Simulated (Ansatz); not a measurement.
**Nudged elastic band run: C$_{2}$H$_{3}$F$_{2}$N**

Input file:

```yaml
crystal:
  periodic: [false, false, false]
  atoms:
    - { symbol: "N", position_ang: [-0.47991, 0.745412, 0.969505] }
    - { symbol: C, position_ang: [-0.130181, -0.416543, 0.264656] }
    - { symbol: C, position_ang: [0.296341, -0.449318, -1.011567] }
    - { symbol: F, position_ang: [0.491793, -1.558868, -1.721677] }
    - { symbol: F, position_ang: [0.528218, 0.64917, -1.74469] }
    - { symbol: H, position_ang: [-0.127725, 0.751461, 1.931965] }
    - { symbol: H, position_ang: [-0.185982, 1.60276, 0.491588] }
    - { symbol: H, position_ang: [-0.300354, -1.381073, 0.76442] }
basis:
  gaussian: { orbitals: def2-SVP }
hamiltonian:
  xc: pbe
neb:
  order_check: false
  images: 7
  f_tol: 0.05
  max_iterations: 55
  final_atoms:
    - { symbol: "N", position_ang: [-0.07575086, 0.69358841, 1.11710376] }
    - { symbol: C, position_ang: [-0.14632734, -0.4142775, 0.25825755] }
    - { symbol: C, position_ang: [0.33902258, -0.45470091, -0.99620537] }
    - { symbol: F, position_ang: [0.39799214, -1.5471808, -1.755615] }
    - { symbol: F, position_ang: [0.87536833, 0.60487738, -1.61829735] }
    - { symbol: H, position_ang: [0.19858668, 1.55413306, 0.63309466] }
    - { symbol: H, position_ang: [-0.94634842, 0.85583801, 1.63309091] }
    - { symbol: H, position_ang: [-0.55034312, -1.34927665, 0.67277084] }
  initial_path:
    images:
      - { positions_ang: [[-0.47991, 0.745412, 0.969505], [-0.130181, -0.416543, 0.264656], [0.296341, -0.449318, -1.011567], [0.491793, -1.558868, -1.721677], [0.528218, 0.64917, -1.74469], [-0.127725, 0.751461, 1.931965], [-0.185982, 1.60276, 0.491588], [-0.300354, -1.381073, 0.76442]] }
      - { positions_ang: [[-0.43239538, 0.71482861, 0.99765738], [-0.15005113, -0.41224794, 0.25327032], [0.3047145, -0.44532418, -1.01075513], [0.48173692, -1.57259234, -1.70935586], [0.62754928, 0.65111009, -1.69275729], [0.0381664, 0.83431464, 1.794465], [-0.40087556, 1.5332394, 0.58200226], [-0.37664503, -1.36032728, 0.72967332]] }
      - { positions_ang: [[-0.38488075, 0.68424523, 1.02580976], [-0.16992127, -0.40795288, 0.24188464], [0.313088, -0.44133037, -1.00994325], [0.47168084, -1.58631669, -1.69703473], [0.72688056, 0.65305018, -1.64082457], [0.2040578, 0.91716828, 1.65696499], [-0.61576912, 1.46371881, 0.67241652], [-0.45293606, -1.33958156, 0.69492664]] }
      - { positions_ang: [[-0.33736613, 0.65366184, 1.05396214], [-0.1897914, -0.40365783, 0.23049896], [0.3214615, -0.43733655, -1.00913138], [0.46162475, -1.60004103, -1.68471359], [0.82621184, 0.65499027, -1.58889186], [0.36994921, 1.00002192, 1.51946499], [-0.83066268, 1.39419821, 0.76283078], [-0.52922709, -1.31883584, 0.66017996]] }
      - { positions_ang: [[-0.28985151, 0.62307846, 1.08211452], [-0.20966153, -0.39936277, 0.21911328], [0.32983499, -0.43334273, -1.00831951], [0.45156867, -1.61376537, -1.67239246], [0.92554312, 0.65693036, -1.53695914], [0.53584061, 1.08287556, 1.38196498], [-1.04555624, 1.32467762, 0.85324505], [-0.60551812, -1.29809012, 0.62543328]] }
      - { positions_ang: [[-0.23632634, 0.64070595, 1.09086183], [-0.19382798, -0.40309145, 0.22889935], [0.33213189, -0.43868228, -1.00529098], [0.43817454, -1.59711923, -1.69319809], [0.91299943, 0.64391712, -1.55729369], [0.45152713, 1.20068994, 1.1947474], [-1.02075429, 1.20746771, 1.04820651], [-0.59172437, -1.31088676, 0.63726767]] }
      - { positions_ang: [[-0.18280118, 0.65833343, 1.09960914], [-0.17799444, -0.40682014, 0.23868542], [0.33442879, -0.44402182, -1.00226244], [0.42478041, -1.58047308, -1.71400373], [0.90045573, 0.63090387, -1.57762825], [0.36721364, 1.31850431, 1.00752982], [-0.99595233, 1.09025781, 1.24316798], [-0.57793062, -1.32368339, 0.64910206]] }
      - { positions_ang: [[-0.12927602, 0.67596092, 1.10835645], [-0.16216089, -0.41054882, 0.24847148], [0.33672568, -0.44936137, -0.99923391], [0.41138628, -1.56382694, -1.73480937], [0.88791203, 0.61789063, -1.5979628], [0.28290016, 1.43631869, 0.82031224], [-0.97115038, 0.97304791, 1.43812944], [-0.56413687, -1.33648002, 0.66093645]] }
      - { positions_ang: [[-0.07575086, 0.69358841, 1.11710376], [-0.14632734, -0.4142775, 0.25825755], [0.33902258, -0.45470091, -0.99620537], [0.39799214, -1.5471808, -1.755615], [0.87536833, 0.60487738, -1.61829735], [0.19858668, 1.55413306, 0.63309466], [-0.94634842, 0.85583801, 1.63309091], [-0.55034312, -1.34927665, 0.67277084]] }
```

Command:

```bash
$ ansatz run input.yaml --threads 1 --pin off --max-ram 2048MiB --backend cpu --events-out ev --progress --plain --runs-dir out
```

Output, in part (warnings, iteration lines, the closing report on the highest movable image, with atoms numbered from 0):

```
NEB end point (image 0): max|allowed force component| = 1.493e-2 eV/Å (the criterion of neb.relax_end_points is 1.000e-2)
NEB end point (image 8): max|allowed force component| = 8.702e-3 eV/Å (the criterion of neb.relax_end_points is 1.000e-2)
NEB iter   1: max|band force component| = 8.887e0 eV/Å  barrier→ = 1.3668 eV  barrier← = 1.3668 eV  Δτ_max = 0.1361 Å  (261 SCF iters)
NEB iter   2: max|band force component| = 1.224e0 eV/Å  barrier→ = 0.3253 eV  barrier← = 0.3253 eV  Δτ_max = 0.1876 Å  (234 SCF iters)
NEB iter   3: max|band force component| = 1.330e0 eV/Å  barrier→ = 0.4064 eV  barrier← = 0.4064 eV  Δτ_max = 0.0969 Å  (233 SCF iters)
NEB iter   4: max|band force component| = 4.291e-1 eV/Å  barrier→ = 0.1940 eV  barrier← = 0.1941 eV  CI = image 4  Δτ_max = 0.0432 Å  (218 SCF iters)
NEB iter   5: max|band force component| = 2.137e-1 eV/Å  barrier→ = 0.1868 eV  barrier← = 0.1868 eV  CI = image 4  Δτ_max = 0.0333 Å  (222 SCF iters)
NEB iter   6: max|band force component| = 7.996e-2 eV/Å  barrier→ = 0.1843 eV  barrier← = 0.1843 eV  CI = image 4  Δτ_max = 0.0107 Å  (220 SCF iters)
NEB iter   7: max|band force component| = 3.035e-2 eV/Å  barrier→ = 0.1838 eV  barrier← = 0.1838 eV  CI = image 4  Δτ_max = 0.0000 Å  (435 SCF iters)
Total energy: -9029.08421967 eV, -331.8127249397 hartree
Atom 0 at    -0.363406     0.666361     1.138026 Å, force    -0.031439    -0.028265    -0.024742 eV/Å
Atom 1 at    -0.225970    -0.473689     0.290019 Å, force     0.004959     0.028787     0.008327 eV/Å
Atom 2 at     0.336062    -0.443203    -0.930882 Å, force    -0.003365    -0.018771     0.006316 eV/Å
Atom 3 at     0.471573    -1.491905    -1.732539 Å, force     0.001521     0.017968    -0.000355 eV/Å
Atom 4 at     0.833738     0.652042    -1.498703 Å, force     0.002678    -0.000007    -0.009472 eV/Å
Atom 5 at     0.550989     1.079838     1.357787 Å, force     0.019915     0.011206     0.005011 eV/Å
Atom 6 at    -0.912241     1.406081     0.681271 Å, force     0.010190    -0.004289     0.005501 eV/Å
Atom 7 at    -0.598544    -1.452524     0.639221 Å, force    -0.004459    -0.006628     0.009414 eV/Å
Dipole moment:     0.040486     0.183570     0.003700 e Å
```

It converged. A vibrational analysis at the climbing image gives one clearly imaginary mode, 315i cm⁻¹: a first-order saddle point.

Final band (atoms are numbered from 1 in the order of the input):

```
image  path coordinate (Å)  energy (eV)  dihedral H6–N1–C2–C3 (°)
    0                 0.00        0.000                      -138
    1                 0.35        0.023                      -119
    2                 0.71        0.085                       -99
    3                 1.06        0.153                       -79
    4                 1.42        0.184                       -60
    5                 1.77        0.155                       -40
    6                 2.13        0.087                       -22
    7                 2.49        0.024                        -4
    8                 2.84        0.000                        13
```

Run time: 3.7 min on 1 thread of Intel(R) Xeon(R) Processor @ 2.50GHz (Skylake/Cascade Lake) (shared host), peak memory 0.12 GiB.
